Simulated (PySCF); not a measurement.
Molecule: SMILES C=C(C)C(=C)Cl, C5H7Cl.

Bonds (- single, = double, # triple, : aromatic): C1=C2, C2-C3, C2-C4, C4=C5, C4-Cl6. C1 carries H7, H8; C3 carries H9, H10, H11; C5 carries H12, H13. H12 is cis to C2; H8 is cis to C3; H13 is trans to C2; H7 is trans to C3.

Frames of a GFN2-xTB Langevin trajectory at 300 K; GIAO PBE0/pcSseg-1 shieldings in PySCF 2.14, gas phase, non-relativistic; equivalent atoms averaged within each frame.

Shifts are taken against calculated references (same method and geometry level): 13C (σ = 186.93 ppm) and 1H (σ = 31.72 ppm) against TMS; 35Cl (σ = 949.78 ppm) vs HCl. The references are static minima.

How do the shifts (ppm) fluctuate along the trajectory?

## Answers


| time (fs) | C4 | C2 | C1 | C5 | C3 | Cl6 | H13 | H12 | H7 | H8 |
| --- | --- | --- | --- | --- | --- | --- | --- | --- | --- | --- |
| 250 | 160.6 | 150.3 | 124.0 | 121.3 | 20.1 | 243 | 6.23 | 5.99 | 5.65 | 5.63 |
| 425 | 149.6 | 153.3 | 135.5 | 116.1 | 28.8 | 249 | 5.91 | 5.95 | 5.98 | 5.91 |
| 625 | 151.9 | 156.0 | 133.8 | 118.2 | 29.2 | 307 | 5.89 | 5.46 | 6.75 | 6.33 |
| 800 | 143.8 | 149.4 | 129.0 | 116.1 | 32.7 | 249 | 5.91 | 4.71 | 5.64 | 6.07 |
| 1000 | 154.0 | 152.7 | 127.7 | 120.3 | 27.1 | 226 | 5.59 | 5.38 | 5.93 | 5.14 |
| mean of frames | 152.0 | 152.3 | 130.0 | 118.4 | 27.6 | 255 | 5.91 | 5.50 | 5.99 | 5.82 |
| standard deviation | 6.1 | 2.6 | 4.7 | 2.4 | 4.6 | 31 | 0.23 | 0.52 | 0.45 | 0.46 |

5 frames give an uncertainty of the mean of about the standard deviation over 2.2 at best, since frames this close in time may not be independent; classical motion lacks zero-point vibration, and the reference would need the same averaging.
